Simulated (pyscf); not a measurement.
**Elimination: HO–SiH₂–OH (SMILES O[SiH2]O) → H₂O (SMILES O) + O=SiH₂ (SMILES O=[SiH2])**

Gas phase, singlet surface, charge 0. Bonds broken: H1–O2, Si3–O4. Bonds formed: H1–O4. PySCF, gas phase, ωB97X-D3(BJ)/def2-SVP geometries. MP2 and CC: frozen core, UHF for open shells. ΔMP2 is the change of the MP2 total energy from the triple- to the quadruple-zeta basis.

Transition state (Å):

```xyz
7

H     -0.8833     1.0617    -0.3959
O      0.5341     1.6121    -0.1986
Si     0.5454     0.1927     0.4895
O     -1.2856     0.1212    -0.0351
H      1.1337    -1.0104    -0.1652
H      0.5207     0.0060     1.9619
H     -1.5231    -0.4517    -0.7797
```

One imaginary mode, 679i cm⁻¹; descent along it reached the two sides named, in the forms told below.

```
bond    change  reactant side (Å)  saddle  product side
------  ------  -----------------  ------  ------------
H1–O2   breaks              0.963   1.533         2.206
Si3–O4  breaks              1.666   1.906         2.013
H1–O4    forms                2.8   1.085         0.983
```

Electronic energies relative to the reactant's lowest minimum found (kcal/mol):

| level | barrier | reaction energy | reverse barrier |
|---|---|---|---|
| ωB97X-D3(BJ)/def2-TZVP | 54.4 | +74.2 | -19.8 |
| PBE/def2-TZVP | 47.4 | +66.6 | -19.2 |
| r²SCAN/def2-TZVP | 51.5 | +72.7 | -21.1 |
| B3LYP-D3(BJ)/def2-TZVP | 52.7 | +70.3 | -17.6 |
| PBE0-D3(BJ)/def2-TZVP | 52.2 | +73.5 | -21.2 |
| M06-2X/def2-TZVP | 55.1 | +76.7 | -21.6 |
| ωB97M-D3(BJ)/def2-TZVP | 53.3 | +72.3 | -19.1 |
| HF/def2-TZVP | 66.5 | +78.4 | -11.9 |
| MP2/def2-QZVPP | 53.1 | +70.7 | -17.6 |
| CCSD/def2-TZVPP | 56.8 | +72.6 | -15.8 |
| CCSD(T)/def2-TZVPP | 54.4 | +70.9 | -16.4 |
| CCSD(T)/def2-TZVPP + ΔMP2(QZVPP) | 54.5 | +71.0 | -16.6 |

With CCSD(T)/def2-TZVPP + ΔMP2(QZVPP) energies and thermal terms (ideal gas, 1 atm, RRHO with modes under 100 cm⁻¹ raised to 100, one conformer, R ln 2 for rigid chiral ones), in kcal/mol:

| T (K) | ΔH‡ | ΔG‡ | ΔH | ΔG |
|---|---|---|---|---|
| 298 | 52.2 | 52.6 | +68.9 | +58.8 |
| 600 | 51.5 | 53.3 | +68.3 | +48.7 |
| 900 | 50.8 | 54.4 | +67.3 | +39.1 |
| 1200 | 50.3 | 55.6 | +66.1 | +29.9 |

On the product side the descent ends in an adduct with a O–Si contact, 22.0 kcal/mol under the separated species and 2.1 kcal/mol under the saddle at ωB97X-D3(BJ)/def2-TZVP. At ωB97X-D3(BJ), PBE, r²SCAN, B3LYP-D3(BJ), PBE0-D3(BJ), M06-2X, ωB97M-D3(BJ), HF, MP2, CCSD, CCSD(T), CCSD(T) the saddle lies under the separated products, which points to a path from their complex (located at ωB97X-D3(BJ) alone), and parting the products costs more than the saddle. What is counted as broken (O–Si) persists as a longer contact in the product adduct; parting that adduct is a step of its own. One saddle was located; it need not be the lowest between these sides. The CCSD(T) − MP2 part came from Ansatz, without density fitting, on the same reference.
